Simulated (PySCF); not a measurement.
# hydrogen sulfide (H2S): electronic excitations and core binding energies

Aim: predict the electronic excitations and core binding energies of hydrogen sulfide (H2S) (`S`).

Programs: PySCF 2.14.0, with density-fitted response routines of our own. Each step states its level of theory. These are calculated values for one molecule in the gas phase, unless marked as measured. Atoms count from 0, in the outputs and in this text.

### 1 Starting geometry

3 atoms, charge 0, multiplicity 1; geometry from: GFN2-xTB.

Bonds of the start (Å): S0–H1 1.33, S0–H2 1.33.

### 2 Excited states and response: wB97X-D/def2-SVPD

Job settings and geometry (Å):

```
{"job": {"kind": "uv", "xc": "wB97X-D", "basis": "def2-SVPD", "nstates": 8, "ntriplets": 3}, "charge": 0, "multiplicity": 1}
S     -0.029113     0.610687    -0.002644
H     -0.935705    -0.358096    -0.011337
H      0.976299    -0.255128     0.001428
```

With the program's defaults for keys left out, this is: TDDFT wB97X-D/def2-SVPD, vertical, gas phase, core orbitals frozen in the response.

**Question.** This job is followed by: delta-SCF UKS SCAN, pcX-2 on the ionised atom, pcseg-1 elsewhere, spin-free X2C. What will the session give for the following? lowest singlet (wB97X-D/def2-SVPD); brightest single state of those computed; lowest triplet; S1s binding energies, SCAN/pcX-2; S2p binding energies, SCAN/pcX-2.

**Answer**, as computed:

```
                                quantity                        value
      lowest singlet (wB97X-D/def2-SVPD)  6.30 eV (197 nm), f = 0.000
brightest single state of those computed  state 7, 9.43 eV, f = 0.144
                          lowest triplet                      5.87 eV
        S1s binding energies, SCAN/pcX-2                S0 2478.19 eV
        S2p binding energies, SCAN/pcX-2                 S0 170.78 eV
```

The first singlet state (HOMO→LUMO+1 0.94) lies at 6.30 eV and is dark; of the 8 states computed, the strongest absorption comes from state 7 at 9.43 eV. The lowest triplet lies 0.42 eV below the lowest singlet (triplets in Tamm-Dancoff, singlets in full TDDFT).
